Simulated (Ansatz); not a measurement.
Geometry optimisation, RKS r2SCAN-D4/def2-TZVP in Ansatz 0.2.0.

Input:

```yaml
crystal:
  periodic: [false, false, false]
  atoms:
    - { symbol: Si, position_ang: [0.153057, -0.004365, 0.108347] }
    - { symbol: H, position_ang: [0.48292, -0.03854, 1.519508] }
    - { symbol: H, position_ang: [1.593498, -0.038547, -0.050801] }
    - { symbol: H, position_ang: [-0.537414, 1.207947, -0.379994] }
    - { symbol: Cl, position_ang: [-0.800862, -1.673196, -0.56626] }
basis:
  gaussian: { orbitals: def2-TZVP }
hamiltonian:
  xc: r2scan
  dispersion: d4
relax:
  f_tol: 0.03
  max_steps: 50
output:
  orbitals: {}
```

Command:

```bash
$ ansatz run input.yaml --threads 2 --pin off --max-ram 3072MiB --backend cpu --events-out ev --progress --plain --runs-dir out
```

**Question.** Where does it end, and by what steps?

**Answer.** The run converged. After 3 steps the energy has fallen by 0.468 eV; H3 moved furthest, 0.29 Å.

```csv
step,energy less start (eV),largest force component (eV/Å),accepted
0,0.0000,1.451,yes
1,-0.4170,0.444,yes
2,-0.4667,0.165,yes
3,-0.4682,0.016,yes
```

```xyz
5
Properties=species:S:1:pos:R:3
Si 0.240 -0.006 0.170
H 0.228 -0.035 1.648
H 1.630 -0.035 -0.334
H -0.461 1.199 -0.326
Cl -0.746 -1.670 -0.527
```

Run time: 3.8 s on 2 threads of Intel(R) Xeon(R) 6975P-C (Granite Rapids), with other jobs on the host, peak memory 0.17 GiB.
